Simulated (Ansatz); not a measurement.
Ba₅Na₄Al₂O₁₀: short dynamics, then relaxation

A packing of 21 atoms, thrown in at random and pushed apart as soft spheres with like charges further apart (2 Al, 5 Ba, 4 Na, 10 O) went through Langevin stages in a fixed cell of 16.05 Å³/atom, at one k point, without spin and with a Fermi–Dirac width of kT (0.05 eV at least). Computed with DFT PBE, scalar-relativistic, plane waves, PAW (Ansatz).

| thermostat (K) | duration (fs) | friction (1/fs) | cutoff (eV) | mean T (K) | mean P (GPa) | mean square displacement (Å²) |
| --- | --- | --- | --- | --- | --- | --- |
| 3400 | 48 | 0.030 | 320 | 3590 | 20.6 | 0.48 |
| 3400 | 500 | 0.030 | 420 | 3169 | 14.7 | 1.88 |
| 2450 | 498 | 0.030 | 420 | 2371 | 13.0 | 0.82 |
| 1360 | 500 | 0.030 | 420 | 1404 | 11.0 | 0.49 |
| 300 | 500 | 0.030 | 420 | 270 | 7.9 | 0.12 |

Means run over the second half of a stage; pressure includes the kinetic part; displacements count from the stage's start, the atoms' common shift taken off. In so short a run the atoms moved about a bond length or less in the hot stages, so this is an annealed packing, not a quenched equilibrium liquid.

Cell and atoms were then relaxed on coarser meshes and computed once more: Cutoff 420 eV; k points 3×3×4 on the computed 21-atom cell (Γ-centred); Gaussian smearing, width 0.02 eV; no spin polarisation.

What structure is left?

One draw of many: 19.55 Å³/atom with a gap on the mesh of 2.23 eV, 2.28 eV/atom below the elements' standard states (static lattices, no corrections for gases) (a random packing after short dynamics, relaxed).

Counting as bonded all pairs within 1.2 times the summed covalent radii, but none from a metal cation to another cation:

```
atom → neighbour mean count mean length (Å) spread (Å)
          Al → O        4.00             1.80        0.02
          Ba → O        5.00             2.71        0.22
          Na → O        4.00             2.43        0.17
          O → Al        0.80             1.80        0.02
          O → Ba        2.50             2.71        0.22
          O → Na        1.60             2.43        0.17
```

Angles between all pairs of such bonds at an atom (mean ± spread): 110 ± 4° at Al, 104 ± 26° at Ba, 110 ± 28° at Na, 106 ± 25° at O.

```yaml
crystal:
  lattice:
    - [7.37944, 0.29036, -0.22536]
    - [0.31936, 8.37165, -0.45923]
    - [-0.21954, -0.44127, 6.68674]
  atoms:
    - { symbol: Ba, position: [0.78556, 0.92484, 0.28193] }
    - { symbol: Ba, position: [0.40561, 0.58825, 0.97423] }
    - { symbol: Ba, position: [0.92422, 0.70745, 0.78283] }
    - { symbol: Ba, position: [0.38875, 0.96365, 0.72053] }
    - { symbol: Ba, position: [0.89151, 0.19728, 0.72097] }
    - { symbol: O, position: [0.21365, 0.06750, 0.42130] }
    - { symbol: O, position: [0.71697, 0.47707, 0.86206] }
    - { symbol: O, position: [0.95099, 0.55509, 0.43181] }
    - { symbol: O, position: [0.32073, 0.45100, 0.27425] }
    - { symbol: O, position: [0.27500, 0.67940, 0.63043] }
    - { symbol: O, position: [0.73270, 0.93567, 0.65513] }
    - { symbol: O, position: [0.74551, 0.22348, 0.36242] }
    - { symbol: O, position: [0.45779, 0.89243, 0.11644] }
    - { symbol: O, position: [0.13116, 0.75334, 0.20268] }
    - { symbol: O, position: [0.10748, 0.04403, 0.99350] }
    - { symbol: Al, position: [0.22677, 0.94181, 0.18720] }
    - { symbol: Al, position: [0.17118, 0.60914, 0.38795] }
    - { symbol: Na, position: [0.77479, 0.43381, 0.18497] }
    - { symbol: Na, position: [0.06709, 0.27364, 0.28963] }
    - { symbol: Na, position: [0.44753, 0.19812, 0.27459] }
    - { symbol: Na, position: [0.57706, 0.47325, 0.53070] }
```

Spin-orbit coupling is left out, which matters for the bands of heavy elements. An odd mesh misses points on the zone edge, so a gap read on it can be too wide.

Cost: 6 runs of about 48 core-minutes in all (earlier runs that led there not counted), on Arm Neoverse V1 (shared hosts).